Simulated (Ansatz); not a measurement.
## Lattice constant a of some cubic elemental solids other than molecular ones

Method: r²SCAN-D4 in Ansatz (PAW). References are measured values corrected to a static lattice. The table is a random draw of 8 from 29 solids with such references.

Values in Å.

| solid | reference | r²SCAN-D4 | error (%) |
|---|---|---|---|
| diamond-structure Ge | 5.644 | 5.656 | +0.21 |
| diamond-structure Si | 5.421 | 5.429 | +0.15 |
| fcc Ca | 5.553¶ | 5.547 | -0.11 |
| fcc Pb | 4.902¶ | 4.972 | +1.43 |
| fcc Rh | 3.794 | 3.788 | -0.16 |
| fcc Ag | 4.062 | 4.084 | +0.54 |
| fcc Pd | 3.876 | 3.899 | +0.59 |
| fcc Al | 4.018 | 3.978 | -1.00 |

Over these 8 solids the mean error is +0.21 %, the mean absolute error 0.52 % (median 0.38 %), and the worst case fcc Pb at +1.43 %; the value is too high in 5 of 8 cases. Over all 29, from unrounded values, the mean error is +0.51 % and the mean absolute error 0.85 % (median 0.56 %). Caveats on values not shown: the commensurate order stands in for chromium's spin-density wave, and the size of the moments varies much between levels (1); a distance lies near a switch of the dispersion term, which can move the cell (1).

All these references are brought to a static lattice.

Spin–orbit coupling is left out, also for the solids with elements from indium on (fcc Pb); its size isn't shown.

¶ marks references of a special kind: fcc Ca, 5.553 Å (measured, low-temperature or extrapolated to 0 K; zero-point anharmonic expansion removed; as tabulated in Csonka et al. (2009), arXiv:0903.4037); fcc Pb, 4.902 Å (measured, low-temperature or extrapolated to 0 K; zero-point anharmonic expansion removed, our sources range from 4.902 to 4.912; as tabulated in Csonka et al. (2009), arXiv:0903.4037).

Differences are worked out from the printed values.

Caveats: a distance lies near a switch of the dispersion term, which can move the cell (fcc Ca). Ansatz's density-functional and Hartree–Fock values are scalar-relativistic unless marked +SOC, with PAW data made under PBE.

Ansatz's runs of these crystals have no spin polarisation. Meta-GGAs and exact exchange favour moments, which can bear on fcc Rh, fcc Pd.

Not in this set, of the elemental solids other than molecular ones with a reference value in our tables and a result at some level: 19 for a reference at room or unstated temperature; 4 for a high-temperature or high-pressure phase. These can be a level's best or worst cases. At least 1 more with a reference value is held back for tests. Solids without a released value at any level aren't counted. Layered and molecular crystals are counted apart. The metals Ce to Yb are counted apart.

References as tabulated in Mejia-Rodriguez and Trickey (2018), arXiv:1807.09216; Csonka et al. (2009), arXiv:0903.4037.

Ansatz is an electronic-structure program.
